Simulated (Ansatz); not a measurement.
Lanthanum, dhcp: convergence with Gaussian smearing

Computed with Ansatz, PBE, scalar-relativistic PAW, on the relaxed cell (a = 3.773 Å, c = 12.113 Å (c/a = 3.211); spin not included). Errors count from a run at 420 eV on a Γ-centred 13×13×4 mesh with Fermi-Dirac smearing of 0.1 eV, extrapolated to zero width. Fixed here: cutoff 420 eV, mesh 10×10×3. The SCF starts from atomic densities corrected by a trained network.

```csv
width (eV),E(σ→0) error (meV/atom),F error (meV/atom),P (GPa),SCF iterations
0.01,0.5,0.5,-0.02,7
0.03,0.6,0.2,-0.02,7
0.1,0.3,-4.1,-0.03,7
0.3,-0.3,-38.1,0.02,7
0.6,0.3,-150.5,0.45,6
1.0,17.1,-426.7,1.62,6
```

**Question.** What does the run at 0.2 give (width)?

**Answer.** E(σ→0) error (meV/atom): 0.1; F error (meV/atom): -16.9; P (GPa): -0.03; SCF iterations: 7.
